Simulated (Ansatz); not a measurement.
in.yaml

```yaml
crystal:
  periodic: [false, false, false]
  atoms:
    - {symbol: Si, position_ang: [0.000000, 0.000000, 0.000000]}
    - {symbol: H, position_ang: [0.000000, 0.000000, 3.952000]}
basis:
  gaussian: {orbitals: cc-pVTZ}
magnetization: {spin_polarized: false, initial_magnetization: 3}
correlation: {method: ccsdt, electrons: valence}
scf: {lower_state_search: off}
output: {forces: true}
```

```sh
$ ansatz run in.yaml --threads 1 --pin off --events-out ev --progress --plain --max-ram 2393MiB
```

(1) Roughly how long does this take on 1 thread of Arm Neoverse V1, shared host, and how much host memory?

```
these checks for a lower state are left out or cut short: starts, cluster_reference, orbital_swaps, neighbouring_geometries, increment
444 factors; integrals over basis functions are off by at most 1.4e-7 eV
mean field evaluation 1: about -7873.0001 eV, gradient 5.9e0 eV
mean field evaluation 2: about -7873.0012 eV, gradient 5.9e0 eV
mean field evaluation 4: about -7873.6642 eV, gradient 6.4e-1 eV
mean field evaluation 8: about -7873.6687 eV, gradient 2.4e-1 eV
mean field -7873.66986415 eV, -289.3520305426 hartree, gradient 2.6e-6 eV, S^2 3.750000; 0 other end points of the search recorded, 0 dependent functions left out
5 core orbitals not correlated: weight in the atoms' cores, before any rotation towards them, 1.000 or more for the frozen orbitals, at most 0.000 for the correlated occupied ones
reference -7873.66986415 eV, -289.3520305426 hartree; 4, 1 occupied and 39, 42 virtual orbitals, 444 factors
second order -1.58056716 eV of doubles, -0.06697323 eV of singles
cycle   1  -1.99149575 eV  change   -3.4e-1 eV  update   5.9e-2
cycle   2  -2.21790364 eV  change   -2.3e-1 eV  update   2.6e-2
cycle   3  -2.22320742 eV  change   -5.3e-3 eV  update   5.1e-3
cycle   4  -2.22809220 eV  change   -4.9e-3 eV  update   1.6e-3
cycle   5  -2.22645891 eV  change    1.6e-3 eV  update   4.8e-4
cycle   6  -2.22645875 eV  change    1.7e-7 eV  update   1.3e-4
cycle   7  -2.22654847 eV  change   -9.0e-5 eV  update   6.1e-5
cycle   8  -2.22653437 eV  change    1.4e-5 eV  update   3.8e-5
cycle   9  -2.22653063 eV  change    3.7e-6 eV  update   2.6e-5
cycle  10  -2.22654515 eV  change   -1.5e-5 eV  update   1.6e-5
cycle  11  -2.22653889 eV  change    6.3e-6 eV  update   8.0e-6
cycle  12  -2.22653704 eV  change    1.8e-6 eV  update   4.0e-6
cycle  13  -2.22653629 eV  change    7.6e-7 eV  update   2.4e-6
cycle  14  -2.22653666 eV  change   -3.7e-7 eV  update   1.8e-6
cycle  15  -2.22653666 eV  change   -3.9e-9 eV  update   1.3e-6
cycle  16  -2.22653651 eV  change    1.5e-7 eV  update   1.1e-6
cycle  17  -2.22653651 eV  change   -1.9e-9 eV  update   1.5e-6
cycle  18  -2.22653657 eV  change   -5.6e-8 eV  update   5.5e-7
cycle  19  -2.22653658 eV  change   -1.4e-8 eV  update   5.9e-8
cycle  20  -2.22653660 eV  change   -1.6e-8 eV  update   2.8e-8
cycle  21  -2.22653659 eV  change    3.6e-9 eV  update   1.5e-8
cycle  22  -2.22653658 eV  change    9.2e-9 eV  update   1.6e-8
cycle   1  -2.22653659 eV  update   1.7e-8
cycle   2  -2.22653659 eV  change   -8.3e-9 eV  update   6.8e-9
the calculation of the forces begins
Total energy: -7875.89640075 eV, -289.4338542532 hartree
Atom 0 at     0.000000     0.000000     0.000000 Å, force     0.000000     0.000000     0.011725 eV/Å
Atom 1 at     0.000000     0.000000     3.952000 Å, force    -0.000000    -0.000000    -0.011725 eV/Å
Dipole moment:     0.000000     0.000000     0.006582 e Å
Checks for a lower state left out: starts, cluster_reference, orbital_swaps, neighbouring_geometries, increment
```

Forces (eV/Å):
```
Si   0.000  0.000  0.012
H    0.000  0.000 -0.012
```

## Answers

(1) 38 s wall and 0.39 GiB.
